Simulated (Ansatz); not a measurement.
```yaml
crystal:
  periodic: [false, false, false]
  atoms:
    - {symbol: N, position_ang: [-1.287098, 0.844019, -0.929287]}
    - {symbol: Al, position_ang: [0.195091, 0.876118, 0.044439]}
    - {symbol: Al, position_ang: [1.120304, -1.417230, 0.833596]}
    - {symbol: H, position_ang: [-1.780361, 0.006990, -1.196256]}
    - {symbol: H, position_ang: [-1.757306, 1.656253, -1.297593]}
    - {symbol: H, position_ang: [0.784707, 2.329743, 0.322575]}
    - {symbol: H, position_ang: [2.376954, -1.569386, 1.804768]}
    - {symbol: H, position_ang: [0.439809, -2.783510, 0.361959]}
basis:
  gaussian: {orbitals: 6-31G}
magnetization: {spin_polarized: true, initial_magnetization: 1}
hamiltonian: {xc: {name: B97M-V}}
accuracy: high
```

```sh
$ ansatz run in.yaml --threads 2 --pin off --events-out ev --progress --plain --max-ram 4352MiB
```

Output, abridged:

```
Error: a molecule whose nuclei and cores have a total charge of 38 cannot have a net charge of 0 together with 1 unpaired electrons
```

Task: What is wrong with this run?

Result: The number of unpaired electrons doesn't fit the electron count. The input was rejected before any iteration.
